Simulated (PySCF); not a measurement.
C6H5F.
Bonds: F1–C2, C2–C3 (aromatic), C3–C4 (aromatic), C4–C5 (aromatic), C5–C6 (aromatic), C6–C7 (aromatic), C2–C7 (aromatic). Hydrogens: H8 on C3; H9 on C4; H10 on C5; H11 on C6; H12 on C7.

The same species was optimised twice, with GFN2-xTB and with PBE0-D3(BJ)/def2-SVP (PySCF), and the same property calculations (PySCF, gas phase) were run on both structures.

```csv
coordinate,GFN2-xTB,PBE0-D3(BJ)/def2-SVP,change
F1–C2 (Å),1.351,1.332,-0.019
C3–C4 (Å),1.384,1.394,+0.010
C4–C5 (Å),1.385,1.395,+0.010
C5–C6 (Å),1.385,1.395,+0.010
C6–C7 (Å),1.384,1.394,+0.010
C2–C3 (Å),1.383,1.390,+0.007
C2–C7 (Å),1.383,1.390,+0.007
C4–C5–C6 (°),120.2,119.7,-0.5
C3–C2–C7 (°),122.1,121.8,-0.3
C2–C3–C4 (°),118.6,118.8,+0.2
C5–C6–C7 (°),120.3,120.5,+0.2
C2–C7–C6 (°),118.6,118.8,+0.2
F1–C2–C3 (°),118.9,119.1,+0.2
C3–C4–C5 (°),120.3,120.5,+0.2
F1–C2–C7 (°),118.9,119.1,+0.2
```

Rotational constants: A = 5736, B = 2587, C = 1783 MHz (GFN2-xTB) against A = 5683, B = 2574, C = 1772 MHz (PBE0-D3(BJ)/def2-SVP). Point groups within 0.08 Å: C2v and C2v.

On the GFN2-xTB structure: HOMO (eV) -7.29 [PBE0/pcSseg-1]; LUMO (eV) -0.51 [PBE0/pcSseg-1]; dipole (D) 1.56 [PBE0/pcSseg-1]; GIAO shielding of F1 (ppm) 285.0 [PBE0/pcSseg-1]; GIAO shielding of C2 (ppm) 13.8 [PBE0/pcSseg-1]; GIAO shielding of C3/C7 (mean) (ppm) 65.6 [PBE0/pcSseg-1]; GIAO shielding of C4/C6 (mean) (ppm) 51.2 [PBE0/pcSseg-1]; GIAO shielding of C5 (ppm) 58.0 [PBE0/pcSseg-1].

Problem. What do these properties become on the PBE0-D3(BJ)/def2-SVP structure?

Solution. 
```
                                    property          level  on GFN2-xTB  on PBE0-D3(BJ)/def2-SVP  change
                                   HOMO (eV)  PBE0/pcSseg-1        -7.29                    -7.24   +0.05
                                   LUMO (eV)  PBE0/pcSseg-1        -0.51                    -0.54   -0.03
                                  dipole (D)  PBE0/pcSseg-1         1.56                     1.43   -0.13
energy, GFN2-xTB geometry as zero (kcal/mol)  PBE0/pcSseg-1          0.0                     -0.1    -0.1
                  GIAO shielding of F1 (ppm)  PBE0/pcSseg-1        285.0                    287.0    +2.0
                  GIAO shielding of C2 (ppm)  PBE0/pcSseg-1         13.8                     13.9    +0.1
        GIAO shielding of C3/C7 (mean) (ppm)  PBE0/pcSseg-1         65.6                     63.7    -1.9
        GIAO shielding of C4/C6 (mean) (ppm)  PBE0/pcSseg-1         51.2                     48.7    -2.5
                  GIAO shielding of C5 (ppm)  PBE0/pcSseg-1         58.0                     55.8    -2.2
```

The heavy atoms differ by 0.009 Å rms after alignment. Among bonds between heavy atoms F1–C2 changes most (-0.019 Å). Changes are differences of the printed values. Neither structure is proved a minimum here.
